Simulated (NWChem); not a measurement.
# Correlation energy of Na₂

```xyz
2

Na     0.0000     0.0000     1.5547
Na     0.0000     0.0000    -1.5547
```
Charge 0, spin multiplicity 1.

Everything below was run with NWChem. Structure: optimised with PBE/def2-SVP, a minimum by its harmonic frequencies.

Basis set: cc-pVTZ. Each correlation energy counts from its own Hartree-Fock reference.

The correlated methods keep 2 core orbitals frozen. The structure started from a generated list of species. Coupled-cluster values serve here as a point of comparison, not as the truth.

Order these methods by the correlation energy they give, lowest first: CR-CCSD[T], CCSD, MP2, SCS-MP2.

CR-CCSD[T] (-54.0 mHa), CCSD (-53.1 mHa), SCS-MP2 (-47.2 mHa), MP2 (-43.7 mHa)
